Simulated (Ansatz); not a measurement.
fcc Sr, treated with HSE06 (Ansatz, a first-principles code, PAW).

A relaxed, unreconstructed slab of the (111) face has 3 atoms, two equal faces of 16.135 Å² each and an energy of -10639.6232 eV. A bulk cell of 3 atoms with the same orientation and in-plane k mesh has -10640.3271 eV. Energies are extrapolated to zero smearing.

Numerical settings: plane-wave cutoff 500 eV, 12×12×1 k mesh (along the axes of the cell as run), Fermi–Dirac smearing 0.1 eV, scalar-relativistic PAW data made under PBE.

Worked out: γ = (E_slab − N E_bulk per atom)/2A = [-10639.6232 − 3 × (-10640.3271/3)]/(2 × 16.135) = 0.0218 eV/Å². With 16.022 J/m² per eV/Å² this is 0.35 J/m², or 0.35 eV per surface cell and face.

Note: exact exchange on metals is sensitive to the k mesh and can open a false gap; the run warned that the count of filled bands differs between k points; the run warned that its SCF threshold was loose for the stress; the run warned of electron density left in the vacuum; the run warned that its exchange threshold was loose for the stress.
